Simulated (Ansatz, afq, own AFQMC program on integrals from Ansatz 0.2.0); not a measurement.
## AFQMC, coupled cluster and functionals along a coordinate of BH, singlet

```xyz
2

B     0.0000    0.0000    0.0000
H     0.0000    0.0000    1.2410
```

The B1–H2 distance is changed with both sides rigid. Energies in kJ/mol count from this geometry (1.241 Å) at the same level; the start stands on RHF, each point on the determinant named.

Basis cc-pVTZ. Noble-gas cores (and the filled d shells of Ga–Kr and In–Xe) are frozen. Integrals, coupled cluster, full CI and functionals: Ansatz 0.2.0; the random walks run on the same integrals in our own AFQMC program. ph-AFQMC/CISD is guided by a CISD state made of CCSD amplitudes; releasing the constraint for a short imaginary time cuts its bias at the price of noise, slowly where states lie close. Error bars are statistical, one sigma.

Cautions, each for one point or more: cluster runs in doubt by the program's own checks; restricted determinant unstable towards unrestricted; strong correlation; the next higher spin lies close; the ph-AFQMC/CISD walk drifts between its halves; unrestricted determinant spin contaminated; walk and cluster series may follow different spin states.

```json
{"r(B1–H2) / Å": "1.000", "det.": "RHF", "T1": "0.012", "weight": "0.92", "⟨S²⟩": "pure", "PBE0": "77.0§", "B3LYP": "74.2§", "CCSD(T)": "77.8"}
{"r(B1–H2) / Å": "1.503", "det.": "RHF", "T1": "0.016", "weight": "0.91", "⟨S²⟩": "pure", "PBE0": "42.3", "B3LYP": "42.8", "CCSD(T)": "42.0"}
{"r(B1–H2) / Å": "2.020", "det.": "RHF", "T1": "0.031", "weight": "0.87", "⟨S²⟩": "pure", "PBE0": "189.0", "B3LYP": "187.5", "CCSD(T)": "181.0"}
{"r(B1–H2) / Å": "2.668", "det.": "UHF", "T1": "0.082", "weight": "0.79", "⟨S²⟩": "0.90", "PBE0": "305.2§", "B3LYP": "305.3§", "CCSD(T)": "306.8"}
{"r(B1–H2) / Å": "4.292", "det.": "UHF‡", "T1": "0.012", "weight": "0.93", "⟨S²⟩": "1.01", "PBE0": "338.3§", "B3LYP": "349.1§", "CCSD(T)": "348.0"}
```

Task: Estimate the curve of full CI, counted from the same start.

Result: 
```
r(B1–H2) / Å  det.     T1  weight  ⟨S²⟩    FCI  ph-AFQMC/CISD  released AFQMC  CCSDT(Q)
       1.000   RHF  0.012    0.92  pure   77.8     77.9 ± 0.2      77.9 ± 0.2      77.8
       1.503   RHF  0.016    0.91  pure   41.9     42.1 ± 0.2      41.6 ± 0.2      41.8
       2.020   RHF  0.031    0.87  pure  180.2    182.3 ± 0.3               –     180.2
       2.668   UHF  0.082    0.79  0.90  295.2    298.7 ± 0.4               –     294.6
       4.292  UHF‡  0.012    0.93  1.01  347.7    347.4 ± 0.2     347.2 ± 0.2     348.0
```

Weight is that of the determinant in the CISD state; at the start T1 is 0.013 and the weight 0.91. A double dagger marks points where the walks on two determinants ended up to 20.2 kJ/mol apart; the lower is shown. A dash marks a missing value, a released energy that hasn't settled or a functional that sits on another state. § marks a functional whose ⟨S²⟩ is too high by over 0.1 (PBE0 at the start too). Largest departures from full CI: CCSD(T) 11.6 kJ/mol at 2.668 (on UHF), ph-AFQMC/CISD 3.5 kJ/mol at 2.668 (on UHF), released AFQMC -0.6 kJ/mol at 4.292 (on UHF), CCSDT(Q) -0.6 kJ/mol at 2.668 (on UHF), B3LYP 7.2 kJ/mol at 2.020. Functionals count only at points shown to share the start's state and spin.

CCSDT and higher add their correlation energy to the determinant of the CCSD(T) run, since their own runs factorise the integrals more tightly (a shift of under 2 meV). A walk keeps the symmetry of its determinant, which the program's search chose and which needn't be the lowest solution, so a lower state of the same spin and another symmetry isn't excluded. Released energies are given only where the last usable release times agree within the noise; a slower fall can still hide under it.
